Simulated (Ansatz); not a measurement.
Relaxation of BClFH₂ (5 atoms, charge 0, multiplicity 2), to a largest force component of 0.03 eV/Å in at most 50 steps.

All numbers below come from Ansatz 0.2.0, UKS r2SCAN-D4/6-31G*.

```xyz
5
Properties=species:S:1:pos:R:3:forces:R:3
B -0.463 0.000 -0.297 -0.06 0.00 -0.31
F 0.160 0.000 2.159 0.06 0.00 0.13
H 0.733 0.000 -0.315 -0.02 0.00 -0.02
Cl -1.372 0.000 -1.778 -0.03 0.00 -0.07
H 0.362 0.000 3.066 0.05 0.00 0.27
```

Task: Where does it end, and by what steps?

Result: The forces met the threshold. After 36 steps the energy has fallen by 0.434 eV; H5 moved furthest, 1.12 Å.

```json
{"step": "0", "energy less start (eV)": "0.0000", "largest force component (eV/Å)": "0.314", "accepted": "yes"}
{"step": "2", "energy less start (eV)": "-0.0827", "largest force component (eV/Å)": "1.185", "accepted": "yes"}
{"step": "4", "energy less start (eV)": "-0.0999", "largest force component (eV/Å)": "0.408", "accepted": "yes"}
{"step": "6", "energy less start (eV)": "-0.1103", "largest force component (eV/Å)": "0.275", "accepted": "yes"}
{"step": "8", "energy less start (eV)": "-0.1112", "largest force component (eV/Å)": "0.426", "accepted": "yes"}
{"step": "10", "energy less start (eV)": "-0.1143", "largest force component (eV/Å)": "0.649", "accepted": "yes"}
{"step": "12", "energy less start (eV)": "-0.0952", "largest force component (eV/Å)": "1.469", "accepted": "no"}
{"step": "14", "energy less start (eV)": "-0.1401", "largest force component (eV/Å)": "0.187", "accepted": "yes"}
{"step": "16", "energy less start (eV)": "-0.1485", "largest force component (eV/Å)": "0.183", "accepted": "yes"}
{"step": "18", "energy less start (eV)": "-0.1659", "largest force component (eV/Å)": "0.554", "accepted": "yes"}
{"step": "20", "energy less start (eV)": "-0.2130", "largest force component (eV/Å)": "0.440", "accepted": "yes"}
{"step": "22", "energy less start (eV)": "-0.2819", "largest force component (eV/Å)": "0.907", "accepted": "yes"}
{"step": "24", "energy less start (eV)": "-0.3865", "largest force component (eV/Å)": "0.294", "accepted": "yes"}
{"step": "26", "energy less start (eV)": "-0.4045", "largest force component (eV/Å)": "0.894", "accepted": "no"}
{"step": "28", "energy less start (eV)": "-0.4230", "largest force component (eV/Å)": "0.100", "accepted": "yes"}
{"step": "30", "energy less start (eV)": "-0.4271", "largest force component (eV/Å)": "0.190", "accepted": "yes"}
{"step": "32", "energy less start (eV)": "-0.4306", "largest force component (eV/Å)": "0.265", "accepted": "yes"}
{"step": "34", "energy less start (eV)": "-0.4331", "largest force component (eV/Å)": "0.131", "accepted": "yes"}
{"step": "36", "energy less start (eV)": "-0.4335", "largest force component (eV/Å)": "0.014", "accepted": "yes"}
```

```xyz
5
Properties=species:S:1:pos:R:3
B -0.131 0.396 0.003
F 0.139 -0.557 1.849
H 1.003 0.375 -0.369
Cl -1.402 -0.499 -0.782
H -0.189 0.284 2.135
```

Whether the end is a true minimum wasn't checked by a vibrational analysis.

Run time: 74 s on 1 thread of Intel(R) Xeon(R) Platinum 8488C (Sapphire Rapids), with other jobs on the host, peak memory 0.19 GiB.
